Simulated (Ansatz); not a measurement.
Start from `C=C(N)CF` and change one atom or group to get `C=C(N)CN`.

Ansatz, PBE0-D4/def2-TZVP geometries, multiplicity 1. Each molecule was computed in one conformer, which needn't be the lowest.

```tsv
property	`C=C(N)CF`
size of the dipole moment (PBE/def2-TZVPP) / D	0.86
LUMO energy (B3LYP/def2-TZVPP) / eV	0.19
LUMO energy (ωB97M-V/def2-TZVPP) / eV	2.48
HOMO–LUMO gap (B3LYP/def2-TZVPP) / eV	6.28
LUMO energy (PBE/def2-TZVPP) / eV	-0.55
HOMO energy (PBE0/def2-TZVPP) / eV	-6.29
```

(1) Give the same properties after the change, and the shifts. (Estimate.)

## Answers

(1) The calculation gave: 
```json
{"property": "size of the dipole moment (PBE/def2-TZVPP) / D", "`C=C(N)CN`": "1.67", "shift": "0.81"}
{"property": "LUMO energy (B3LYP/def2-TZVPP) / eV", "`C=C(N)CN`": "0.43", "shift": "0.24"}
{"property": "LUMO energy (ωB97M-V/def2-TZVPP) / eV", "`C=C(N)CN`": "2.26", "shift": "-0.22"}
{"property": "HOMO–LUMO gap (B3LYP/def2-TZVPP) / eV", "`C=C(N)CN`": "6.03", "shift": "-0.25"}
{"property": "LUMO energy (PBE/def2-TZVPP) / eV", "`C=C(N)CN`": "-0.14", "shift": "0.41"}
{"property": "HOMO energy (PBE0/def2-TZVPP) / eV", "`C=C(N)CN`": "-5.80", "shift": "0.49"}
```

With PBE0 the HOMO rises by 0.49 eV and the LUMO rises by 0.30 eV, so the gap narrows by about 0.19 eV. PBE moves the HOMO by 0.48 eV and ωB97M-V by 0.49 eV. Dipoles are sizes alone; their direction can turn.

B3LYP here is the variant with VWN-RPA as its local correlation; programs differ in this.
